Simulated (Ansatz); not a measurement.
Input file:

```yaml
crystal:
  periodic: [false, false, false]
  atoms:
    - {symbol: As, position_ang: [0.000071, -0.000017, -0.021177]}
    - {symbol: H, position_ang: [1.878505, 0.017985, 0.530959]}
    - {symbol: H, position_ang: [-0.957081, 1.620009, 0.520184]}
    - {symbol: H, position_ang: [-0.926681, -1.636710, 0.522941]}
basis:
  gaussian: {orbitals: "6-31G*"}
total_charge: 1
magnetization: {spin_polarized: false, initial_magnetization: 1}
correlation: {active_space: {window: {electrons: 3, orbitals: 3}, states: [{multiplicity: 2, weights: [0.5, 0.5, 1, 0.5]}], root: 0}}
accuracy: high
output: {forces: true}
```

```sh
$ ansatz run in.yaml --threads 1 --pin off --events-out ev --progress --plain --max-ram 2393MiB
```

Output:

```
699 factors; integrals over basis functions are off by at most 3.9e-9 eV
mean field evaluation 1: about -60821.6438 eV, gradient 8.9e0 eV
mean field evaluation 2: about -60821.6565 eV, gradient 8.9e0 eV
mean field evaluation 4: about -60822.0409 eV, gradient 1.2e0 eV
mean field evaluation 8: about -60822.0552 eV, gradient 1.3e-3 eV
mean field -60822.05520317 eV, -2235.1693020469 hartree, gradient 2.0e-8 eV, S^2 0.750000; 0 other end points of the search recorded, 0 dependent functions left out
reference -60822.05520317 eV, -2235.1693020469 hartree; 18, 17 occupied and 23, 24 virtual orbitals, 699 factors
state -60822.50398820 eV, -2235.1857945923 hartree
state -60819.34906915 eV, -2235.0698534558 hartree
state -60818.54524492 eV, -2235.0403134603 hartree
state -60815.48651998 eV, -2234.9279073918 hartree
the calculation of the forces begins
WARN: the results are in doubt because the forces break the atoms' symmetry
Total energy: -60822.50398820 eV, -2235.1857945923 hartree
Atom 0 at     0.000071    -0.000017    -0.021177 Å, force     0.636451    -1.090757     2.431730 eV/Å
Atom 1 at     1.878505     0.017985     0.530959 Å, force    -3.761259    -0.009549    -0.944892 eV/Å
Atom 2 at    -0.957081     1.620009     0.520184 Å, force     1.293009    -2.189320    -0.557932 eV/Å
Atom 3 at    -0.926681    -1.636710     0.522941 Å, force     1.831798     3.289626    -0.928906 eV/Å
Dipole moment:     0.030435    -0.052422     0.170364 e Å
In doubt: the forces break the atoms' symmetry
```

Natural occupations, averaged over the states: 1.4603 0.8815 0.6582.

Ran on 1 thread of Intel Xeon, shared host: 11 s wall, 0.16 GiB peak host memory.
